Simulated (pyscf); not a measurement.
Optimised with ωB97X-D3(BJ)/def2-SVP in PySCF. Correlated levels are frozen-core, on RHF or UHF. ΔMP2 is the change of the MP2 total energy from the triple- to the quadruple-zeta basis.

H₃C–C≡N + H• -> •C≡N + CH₄
Surface: doublet. Broken: C–C. Formed: C–H. Give ΔE‡ and ΔE from CCSD(T)/def2-TZVPP + ΔMP2(QZVPP), relative to the separated reactants.

ΔE‡ = 1.88 eV, ΔE = +0.70 eV. Zero-point energy shifts the barrier by +0.04 eV. It is a substitution at C, with an imaginary mode of 1297i cm⁻¹. The same reactants have a lower exit, to H₃C–C•=NH (barrier +0.38 eV at ωB97M-D3(BJ), against +1.88 eV here). This is the saddle that the search found; another between the same sides may lie lower. The angle at the attacked C is 180°. The CCSD(T) − MP2 part came from Ansatz, without density fitting, on the same reference. An open-shell T1 diagnostic exceeds 0.045. A UHF reference is spin-contaminated (<S²> up to 1.14), which harms MP2 most.
